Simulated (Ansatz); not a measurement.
**PS+ (quintet): wave-function methods side by side, def2-QZVPP**

An exercise on one series of results from a longer session: the logs are not shown, and one member is left open.

Method: def2-QZVPP, core rule «outside noble gas», up to 10 orbitals frozen; program: Ansatz 0.2.0, Gaussian basis.

Plan: UHF; ROHF; CCSD(T) on UHF.

**The system**

The geometry is a PBE0/def2-TZVP stationary point (not a proven minimum) of the parent state, kept for this charge and spin.

2 atoms, charge 1, spin multiplicity 5.

Atoms are counted from 1 here; the program's logs count them from 0.

Bond lengths: P1–S2 2.137 Å.

Geometry (Å):

```xyz
2
PS
P     0.00000    0.00000    0.00000
S     0.00000    0.00000    2.13700
```

Set-up of the first run:

in.yaml reads:

```yaml
crystal:
  periodic: [false, false, false]
  atoms:
    - {symbol: P, position_ang: [0.000000, 0.000000, 0.000000]}
    - {symbol: S, position_ang: [0.000000, 0.000000, 2.137000]}
basis:
  gaussian: {orbitals: "def2-QZVPP.json"}
total_charge: 1
magnetization: {spin_polarized: true, initial_magnetization: 4}
hamiltonian: {xc: hf}
output: {orbitals: {seedname: orbitals}}
```

Command:

```
ansatz run in.yaml --threads 1 --pin off --events-out ev --progress --plain --max-ram 2393MiB
```

Steps of the session up to this table: UHF; ROHF; CCSD(T) on UHF.

One of the session's tables, all rows but one given; the rest of the session is left out.

```
  method  from UCCSD(T) (meV)
    ROHF              +7484.2
     UHF              +7070.3
    UMP2              +1344.1
   UCCSD                    ?
UCCSD(T)                    0
```

**Question.** Estimate the row for UCCSD.

As computed: from UCCSD(T) (meV): +316.8. In the column «from UCCSD(T) (meV)» it lies between UCCSD(T) (0) and UMP2 (+1344.1).
